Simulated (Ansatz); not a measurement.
C5H8O can be A, `C=C1OC1(C)C`, or B, `C=C(C=O)CC`.

Computed with Ansatz on PBE0-D4/def2-TZVP structures; ΔE is electronic, products minus reactants. CCSD(T)/CBS is the MP2 limit (def2-TZVPP, def2-QZVPP) plus CCSD(T) − MP2 in def2-TZVPP, frozen cores. Functionals use def2-TZVPP. B3LYP here is the variant with VWN-RPA as its local correlation; programs differ in this. One conformer a species, not always the lowest.

A:

```xyz
14

C     0.597   -2.090    0.959
C    -0.062   -1.088    0.417
O    -1.312   -0.787    0.022
C    -0.235    0.221   -0.139
C    -0.375    1.411    0.761
C     0.138    0.490   -1.565
H     0.096   -3.014    1.214
H     1.656   -1.993    1.154
H     0.585    1.925    0.851
H    -0.701    1.108    1.755
H    -1.098    2.118    0.347
H     1.128    0.952   -1.611
H     0.160   -0.434   -2.142
H    -0.577    1.180   -2.022
```

B:

Z-matrix (Å, degrees):
```
C
C 1 1.526
C 1 1.495 2 112.4
H 1 1.093 2 110.1 3 122.0
H 1 1.094 2 108.9 3 -120.2
H 2 1.092 1 110.5 3 179.2
H 2 1.093 1 110.9 3 -60.9
H 2 1.091 1 110.8 3 59.5
C 3 1.476 1 118.1 2 -74.8
C 3 1.333 1 125.0 2 105.1
O 9 1.204 3 124.5 1 -2.5
H 9 1.111 3 114.5 1 178.1
H 10 1.086 3 120.7 1 -179.0
H 10 1.084 3 122.2 1 1.2
```

(1) Which isomer does CCSD(T)/CBS put lower? Give the gap. (An estimate is asked.)

(2) Give E(B) − E(A) in kJ/mol with r2SCAN-D4, MP2/def2-TZVPP, CCSD/def2-TZVPP, B2PLYP, ωB97M-V, B3LYP-D4, PBE-D4. (Best estimate.)

Largest T1 diagnostic: 0.013.

Answers

(1) The calculation gave: B, by 102.3 kJ/mol.

(2) Computed: r2SCAN-D4 -87.8, MP2/def2-TZVPP -98.6, CCSD/def2-TZVPP -104.8, B2PLYP -103.9, ωB97M-V -93.8, B3LYP-D4 -104.2, PBE-D4 -84.4. None reverses the order clearly.

In def2-TZVPP, CCSD(T) changes the Hartree–Fock value by +20.6 kJ/mol (the triples alone add +1.0 kJ/mol) and MP2 by +25.7 kJ/mol.
